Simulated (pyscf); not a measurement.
Thermochemistry of product channels of `[CH3][In]([OH])[OH]` + `[CH3]` [doublet] on the doublet surface, in kJ/mol, from ωB97M-D3(BJ)/def2-TZVP energies (ideal gas, 1 atm, RRHO with modes under 100 cm⁻¹ raised to 100, one conformer, R ln 2 for chiral ones without a mode under 150 cm⁻¹). Single points on ωB97X-D3(BJ)/def2-SVP structures (PySCF, gas phase).

```tsv
products	ΔE	ΔH(298 K)	ΔG(298 K)	ΔG(1200 K)
`[CH3][In]([O])[OH]` [doublet] + `[CH4]`	___	+38.0	+40.7	+58.1
`[CH3][CH3]` + `[OH][In][OH]` [doublet]	-133.1	-116.4	-113.5	-90.3
```

Q: Complete the blanks.

A: 
- `[CH3][In]([O])[OH]` [doublet] + `[CH4]`, ΔE: +29.9

These are energies of the channels, which say nothing of barriers. H₃C–In(O•)–OH lies 111.1 kJ/mol over its isomer [H₃C–O–In–OH]• (electronic energy, ωB97M-D3(BJ)/def2-TZVP). Elements past Kr carry the def2 core potentials, without spin-orbit coupling.
